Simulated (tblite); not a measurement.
Nitryl fluoride, FNO2.
Numbering: `[O:1]=[N+:2]([O-:3])[F:4]`

Computed with GFN2-xTB (tblite): harmonic, unscaled wavenumbers at the GFN2-xTB geometry, gas phase. Against measured fundamentals such values can be off by several per cent, at times by over 20.

Harmonic wavenumbers (cm⁻¹): 518.2, 536.1, 709.5, 752.5, 1406.1, 2123.4.

A = 13621, B = 11041, C = 6098 MHz; mass 64.991 u (most abundant isotopes); point group C2v, symmetry number 2.

Problem. Zero-point energy?

Solution. ½Σν̃ = 3023 cm⁻¹ = 8.64 kcal/mol.

Problem. What is S at 350 K and 1 bar for an ideal gas of classical rigid rotors and harmonic oscillators?

Solution. Translation 39.26, rotation 22.48, vibration 2.47: S = 64.2 cal/(mol K).

Problem. And Cp and H(350 K) − H(0)?

Solution. Cp = 12.87 cal/(mol K), of which vibrations give 4.93 (their classical limit is 6 R = 11.9); H(350 K) − H(0) = 3.40 kcal/mol without the zero-point energy, 0.62 from vibrations.

Problem. How do the functions run with temperature in this model?

Solution. 
```tsv
T (K)	S (cal/(mol K))	Cp (cal/(mol K))	H − H(0) (kcal/mol)	G − H(0) (kcal/mol)	ln q(vib)
150	55.2	8.8	1.22	-7.06	0.01
250	60.2	11.0	2.20	-12.84	0.13
298.15	62.2	12.0	2.76	-15.79	0.22
400	66.0	13.6	4.07	-22.32	0.48
600	71.9	15.7	7.01	-36.14	1.09
900	78.6	17.4	12.00	-58.77	2.02
```

q(vib) and H(0) count from the zero-point level.

Problem. What must be added to the electronic energy to get the Gibbs energy at 350 K and 1 bar?

Solution. ZPE + [H(350 K) − H(0)] − T·S = 8.64 + 3.40 − 22.47 = -10.43 kcal/mol.

Time: under 0.1 s wall. Hardware: one thread, Arm Neoverse N1 (aarch64), shared host with 64 logical CPUs at a one-minute load of 15. The figure is for the frequency step alone.
